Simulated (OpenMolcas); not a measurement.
# A ladder of methods for P2 (diphosphorus)

P2 has 2 atoms, charge 0, and is taken as a singlet. SMILES: `P#P`. Geometry: the measured bond length.

```xyz
2

P     0.0000    0.0000    0.0000
P     0.0000    0.0000    1.8934
```

Quantity: the energy change with the P1–P2 bond stretched from 1.893 to 3.313 Å, in eV. The values are calculated.

```json
{"level": "HF/STO-3G (restricted)", "kind": "Hartree–Fock", "program": "OpenMolcas", "value (eV)": "14.72", "less FCI/STO-3G": "+10.33"}
{"level": "SVWN5/STO-3G (restricted)", "kind": "LDA", "program": "OpenMolcas", "value (eV)": "9.36", "less FCI/STO-3G": "+4.97"}
{"level": "PBE/STO-3G (restricted)", "kind": "GGA", "program": "OpenMolcas", "value (eV)": "9.00", "less FCI/STO-3G": "+4.61"}
{"level": "r2SCAN/STO-3G (restricted)", "kind": "meta-GGA", "program": "OpenMolcas", "value (eV)": "9.62", "less FCI/STO-3G": "+5.23"}
{"level": "M06-2X/STO-3G (restricted)", "kind": "hybrid meta-GGA", "program": "OpenMolcas", "value (eV)": "11.73", "less FCI/STO-3G": "+7.34"}
{"level": "B2PLYP/STO-3G (restricted)", "kind": "double hybrid", "program": "OpenMolcas", "value (eV)": "2.28", "less FCI/STO-3G": "-2.11"}
{"level": "MP2/STO-3G (restricted)", "kind": "perturbation theory", "program": "OpenMolcas", "value (eV)": "-5.42", "less FCI/STO-3G": "-9.81"}
{"level": "FCI/STO-3G", "kind": "exact in the basis", "program": "OpenMolcas", "value (eV)": "4.39", "less FCI/STO-3G": "0.00"}
```

FCI/STO-3G is exact within its basis and frozen core, so for wave-function methods in that basis the difference is their error; functionals converge differently with the basis, so for them it is only a difference. Spin-restricted single references rise too steeply as a bond breaks, Hartree–Fock most of all. Perturbation and coupled-cluster corrections on them can overshoot downwards. The first shape isn't each level's own minimum. The values span -5.42 to 14.72 eV. All rows use very small basis sets, so even the best lies far from the true value.
